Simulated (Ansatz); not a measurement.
# AlN+ (quartet): wave-function methods side by side, cc-pVDZ

How much of the correlation energy of AlN+ (quartet) does each wave-function method recover here?

The runs use Ansatz 0.2.0, Gaussian basis; cc-pVDZ, core rule «outside noble gas», up to 6 orbitals frozen.

Plan: UHF; CCSD(T) on ROHF; CCSD(T) on UHF; BCCD(T) on ROHF; CISD; CCSDT(Q) on ROHF; CCSDT(Q) on UHF; CCSDTQ on ROHF; CCSDTQ on UHF; CASSCF and MRCISD+Q, 7 electrons in 8 orbitals; CASSCF and NEVPT2, 7 electrons in 8 orbitals; Full CI.

6 further runs of the same task are left out: 6 set aside as unsound or not needed.

## (1) The geometry

The geometry is a PBE0/def2-TZVP stationary point (not a proven minimum) of the parent state, kept for this charge and spin.

2 atoms, charge 1, spin multiplicity 4.

Atoms are counted from 1 here; the program's logs count them from 0.

Bond lengths: Al1–N2 1.789 Å.

## (2) UHF

The input, in.yaml:

```yaml
crystal:
  periodic: [false, false, false]
  atoms:
    - {symbol: Al, position_ang: [0.000000, 0.000000, 0.000000]}
    - {symbol: N, position_ang: [0.000000, 0.000000, 1.789283]}
basis:
  gaussian: {orbitals: cc-pVDZ}
total_charge: 1
magnetization: {spin_polarized: true, initial_magnetization: 3}
hamiltonian: {xc: hf}
output: {orbitals: {seedname: orbitals}}
```

Started as:

```console
ansatz run in.yaml --threads 1 --pin off --events-out ev --progress --plain --max-ram 3968MiB --backend cpu
```

Further steps of the session: CCSD(T) on ROHF; CCSD(T) on UHF; BCCD(T) on ROHF; CISD; CCSDT(Q) on ROHF; CCSDT(Q) on UHF; CCSDTQ on ROHF; CCSDTQ on UHF; CASSCF and MRCISD+Q, 7 electrons in 8 orbitals; CASSCF and NEVPT2, 7 electrons in 8 orbitals; Full CI.

Q: Predict the results of all the runs planned. Wanted: FCI below the RHF energy; RMP2 from FCI; UMP2 from FCI; RCCSD from FCI; RCCSD(T) from FCI; UCCSD(T) from FCI; RCCSDT(Q) from FCI; UCCSDT(Q) from FCI; NEVPT2 valence from FCI.

**Answer**, as computed:

| quantity | value |
| --- | --- |
| FCI below the RHF energy | -4.3364 eV |
| RMP2 from FCI | +851.7 meV |
| UMP2 from FCI | +863.5 meV |
| RCCSD from FCI | +167.7 meV |
| RCCSD(T) from FCI | +31.1 meV |
| UCCSD(T) from FCI | +31.0 meV |
| RCCSDT(Q) from FCI | +0.6 meV |
| UCCSDT(Q) from FCI | -2.8 meV |
| NEVPT2 valence from FCI | +564.1 meV |
| MRCISD+Q valence from FCI | +53.1 meV |
| levels within 1 kcal/mol (43 meV) | RCCSD(T), UCCSD(T), BCCD(T), RCCSDT, UCCSDT, RCCSDT(Q), UCCSDT(Q), RCCSDTQ, UCCSDTQ |
| T1 diagnostic | 0.056 |
| effectively unpaired electrons | 3.05 |

RCCSD(T) lands +31.1 meV from the yardstick (0.7 % of the correlation energy). UCCSDT(Q), UCCSDTQ fall below full CI: unrestricted runs freeze a spin-polarised core, another one than full CI's, and coupled cluster isn't variational. The occupations are near whole numbers, but T1 = 0.056 shows that the orbitals relax strongly. Of the multireference levels listed MRCISD+Q valence comes nearest in total energy (+53.1 meV), which doesn't show that its space is the better one. These misses are within one basis, not against nature; the frozen cores of restricted and unrestricted runs differ, which can shift their rows.
